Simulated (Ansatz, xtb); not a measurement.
**CH6N2: 3 structures ranked**

3 gas-phase structures of CH6N2, found in a search over its isomers (lower ones may exist). Each was relaxed with GFN2-xTB:

A. `C[N-][NH3+]`, a singlet
B. `NCN`, a singlet
C. `C[NH2+][NH-]`, a singlet

Problem. Estimate their order in r2SCAN-D4/def2-SVP energy at these geometries, lowest first.

Solution. Calculated order at r2SCAN-D4/def2-SVP: B (0.000), A (2.908), C (3.078) eV.

Energies above the lowest of each column, in eV; the last columns are at PBE0-D3(BJ)/def2-SVP geometries and were run for some of them only (a dash: not run or not comparable):

| structure | GFN2-xTB | HF/STO-3G | r2SCAN-D4/def2-SVP | PBE0-D3(BJ)/def2-SVP | CCSD(T)/def2-TZVP |
| --- | --- | --- | --- | --- | --- |
| B | 0.000 | 0.000 | 0.000 | 0.000 | 0.000 |
| A | 2.905 | 3.763 | 2.908 | 2.935 | 2.970 |
| C | 2.979 | 4.290 | 3.078 | – | – |

Every level run on B puts it lowest or level with the lowest. Some further structures that were screened fall inside this span and aren't listed. Flexible structures stand in one conformer each, not always the lowest. Frequencies (PBE0-D3(BJ)/def2-SVP) were run for A, B alone.

Programs: Ansatz 0.2.0, xtb 6.7.1.
